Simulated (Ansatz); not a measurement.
# CH6N (doublet): the correlation ladder at distance N1–H4 along a hydrogen transfer = 1.560 Å, cc-pVDZ

How much of the correlation energy of CH6N (doublet) does each wave-function method recover here?

The runs use Ansatz 0.2.0, Gaussian basis; cc-pVDZ, core rule «outside noble gas», up to 2 orbitals frozen.

To be run: UHF; CCSD(T) on ROHF; CCSD(T) on UHF; BCCD(T) on ROHF; CISD; CCSDT(Q) on ROHF; CCSDT(Q) on UHF; CASSCF and MRCISD+Q, 3 electrons in 3 orbitals; CASSCF and NEVPT2, 3 electrons in 3 orbitals.

### Step 1. The system

The geometry derives from fragments relaxed apart (PBE0/def2-TZVP) and kept rigid, so it is no stationary point. A hydrogen atom is moved between rigid fragments.

8 atoms, charge 0, spin multiplicity 2.

Atoms are counted from 1 here; the program's logs count them from 0.

Bond lengths: N1–H2 1.012 Å, N1–H3 1.012 Å, H4–C5 1.090 Å, C5–H6 1.080 Å, C5–H7 1.080 Å, C5–H8 1.080 Å. Angles: H2–N1–H3 107.1°, H4–C5–H6 90.0°, H4–C5–H7 90.0°, H4–C5–H8 90.0°, H6–C5–H7 120.0°, H6–C5–H8 120.0°, H7–C5–H8 120.0°.

### Step 2. UHF

File in.yaml:

```yaml
crystal:
  periodic: [false, false, false]
  atoms:
    - {symbol: N, position_ang: [-1.272869, -0.017777, -0.027670]}
    - {symbol: H, position_ang: [-1.570148, 0.950057, -0.027670]}
    - {symbol: H, position_ang: [-1.570148, -0.420076, 0.852589]}
    - {symbol: H, position_ang: [0.287131, -0.017777, -0.027670]}
    - {symbol: C, position_ang: [1.377131, -0.017777, -0.027670]}
    - {symbol: H, position_ang: [1.377131, -1.097799, -0.027670]}
    - {symbol: H, position_ang: [1.377131, 0.522234, 0.907657]}
    - {symbol: H, position_ang: [1.377131, 0.522234, -0.962998]}
basis:
  gaussian: {orbitals: cc-pVDZ}
magnetization: {spin_polarized: true, initial_magnetization: 1}
hamiltonian: {xc: hf}
output: {orbitals: {seedname: orbitals}}
```

On the command line:

```bash
> ansatz run in.yaml --threads 1 --pin off --events-out ev --progress --plain --max-ram 2816MiB --backend cpu
```

The runs that follow: CCSD(T) on ROHF; CCSD(T) on UHF; BCCD(T) on ROHF; CISD; CCSDT(Q) on ROHF; CCSDT(Q) on UHF; CASSCF and MRCISD+Q, 3 electrons in 3 orbitals; CASSCF and NEVPT2, 3 electrons in 3 orbitals.

**Question.** What will the summary of the whole plan be? Wanted: UCCSDT(Q) below the RHF energy; RMP2 from UCCSDT(Q); UMP2 from UCCSDT(Q); RCCSD from UCCSDT(Q); RCCSD(T) from UCCSDT(Q); UCCSD(T) from UCCSDT(Q); RCCSDT(Q) from UCCSDT(Q); MRCISD+Q pair from UCCSDT(Q); T1 diagnostic.

As calculated:

| quantity | value |
| --- | --- |
| UCCSDT(Q) below the RHF energy | -10.2483 eV |
| RMP2 from UCCSDT(Q) | +1362.7 meV |
| UMP2 from UCCSDT(Q) | +1366.7 meV |
| RCCSD from UCCSDT(Q) | +262.9 meV |
| RCCSD(T) from UCCSDT(Q) | +36.8 meV |
| UCCSD(T) from UCCSDT(Q) | +36.8 meV |
| RCCSDT(Q) from UCCSDT(Q) | +0.9 meV |
| MRCISD+Q pair from UCCSDT(Q) | +147.8 meV |
| levels within 1 kcal/mol (43 meV) | RCCSD(T), UCCSD(T), BCCD(T), RCCSDT, UCCSDT, RCCSDT(Q) |
| T1 diagnostic | 0.021 |

In words: RCCSD(T) misses by +36.8 meV, 0.4 % of the correlation energy. These misses are within one basis, not against nature; the frozen cores of restricted and unrestricted runs differ, which can shift their rows.
